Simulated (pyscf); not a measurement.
Single points on ωB97X-D3(BJ)/def2-SVP structures (PySCF, gas phase). Correlated levels are frozen-core, on RHF or UHF. ΔMP2 is the change of the MP2 total energy from the triple- to the quadruple-zeta basis.

**Question.** For `[OH2]` + `[O]=[B][OH]` → `[OH][B]([OH])[OH]`, an addition across a multiple bond or ene-type step (singlet surface; H–O broken, B–O, H–O formed), PBE/def2-TZVP gives ΔE‡ = -5.3 kJ/mol and ΔE = -217.9 kJ/mol (zero: the separated reactants). In which direction and how far do PBE0-D3(BJ)/def2-TZVP, ωB97M-D3(BJ)/def2-TZVP, CCSD(T)/def2-TZVPP + ΔMP2(QZVPP) move these?

**Answer.** PBE0-D3(BJ): ΔE‡ = -6.1 kJ/mol, ΔE = -239.9 kJ/mol; ωB97M-D3(BJ): ΔE‡ = 7.4 kJ/mol, ΔE = -229.3 kJ/mol; CCSD(T): ΔE‡ = 17.3 kJ/mol, ΔE = -226.0 kJ/mol. PBE's barrier matches one of them and lies within 22.5 kJ/mol of the others. Its reaction energy lies over all of them, by 8.1 to 22.0 kJ/mol. On the reactant side the descent ends in an adduct with a B–O contact, 27.0 kJ/mol under the separated species and 33.8 kJ/mol under the saddle at ωB97X-D3(BJ)/def2-TZVP. At PBE, PBE0-D3(BJ) the saddle lies under the separated reactants, which points to a path from their complex (located at ωB97X-D3(BJ) alone). What is counted as formed (B–O) is already present as a longer contact in the reactant adduct; forming that adduct is a step of its own. At ωB97X-D3(BJ) the barrier from the zero used here is 6.8 kJ/mol. One saddle was located; it need not be the lowest between these sides. The CCSD(T) − MP2 part came from Ansatz, without density fitting, on the same reference.
